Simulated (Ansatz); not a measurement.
Process, species as SMILES: F[CH]F → F[CH-]F (an electron is taken up)
B3LYP-D3(BJ)/def2-TZVP geometries, fixed; electronic energies without zero-point terms; positive where energy is released.

Basis-set convergence of the adiabatic electron affinity at PBE with Ansatz (a program for electronic structure). Cartesian d functions, on some or all atoms, in 6-31G*, 6-31+G*; all else is spherical. Open shells are unrestricted. No added dispersion term, no relativity. Functions are those of the species that has most. Reference: the value in aug-pcseg-3, 0.620 eV, itself unsure by roughly 0.020 eV (its mean distance from aug-cc-pVQZ, def2-QZVPPD). Deviations are taken from unrounded values.

| basis | functions | adiabatic electron affinity (eV) |
|---|---|---|
| 6-31G* | 47 | -0.598 |
| 6-31+G* | 59 | 0.696 |
| cc-pVDZ | 47 | -0.349 |
| aug-cc-pVDZ | 78 | 0.729 |
| def2-SVP | 47 | -0.365 |
| def2-SVPD | 74 | 0.588 |
| pcseg-1 | 47 | 0.082 |
| aug-pcseg-1 | 78 | 0.735 |
| 6-311G** | 60 | -0.069 |
| 6-311+G** | 72 | 0.696 |
| def2-TZVP | 99 | 0.335 |
| def2-TZVPD | 126 | 0.580 |
| cc-pVTZ | 104 | 0.095 |
| aug-cc-pVTZ | 161 | 0.623 |
| pcseg-2 | 104 | 0.436 |
| aug-pcseg-2 | 161 | 0.622 |
| def2-TZVPP | 107 | 0.335 |
| def2-TZVPPD | 134 | 0.579 |
| cc-pVQZ | 195 | 0.307 |
| aug-cc-pVQZ | 286 | 0.613 |
| def2-QZVPP | 201 | 0.466 |
| def2-QZVPPD | 228 | 0.586 |
| pcseg-3 | 213 | 0.558 |
| aug-pcseg-3 | 304 | 0.620 |

What the diffuse functions change, pair by pair:
- 6-31G* to 6-31+G*: 12 more functions, deviation -1.218 to 0.077 eV
- cc-pVDZ to aug-cc-pVDZ: 31 more functions, deviation -0.969 to 0.110 eV
- def2-SVP to def2-SVPD: 27 more functions, deviation -0.984 to -0.031 eV
- pcseg-1 to aug-pcseg-1: 31 more functions, deviation -0.538 to 0.115 eV
- 6-311G** to 6-311+G**: 12 more functions, deviation -0.688 to 0.077 eV
- def2-TZVP to def2-TZVPD: 27 more functions, deviation -0.285 to -0.040 eV
- cc-pVTZ to aug-cc-pVTZ: 57 more functions, deviation -0.524 to 0.004 eV
- pcseg-2 to aug-pcseg-2: 57 more functions, deviation -0.184 to 0.003 eV
- def2-TZVPP to def2-TZVPPD: 27 more functions, deviation -0.284 to -0.041 eV
- cc-pVQZ to aug-cc-pVQZ: 91 more functions, deviation -0.313 to -0.007 eV
- def2-QZVPP to def2-QZVPPD: 27 more functions, deviation -0.154 to -0.033 eV
- pcseg-3 to aug-pcseg-3: 91 more functions, deviation -0.061 to 0.000 eV

Leaving out the reference's own pair, they bring the value nearer the reference by more than 0.020 eV in 11 of 11 pairs.
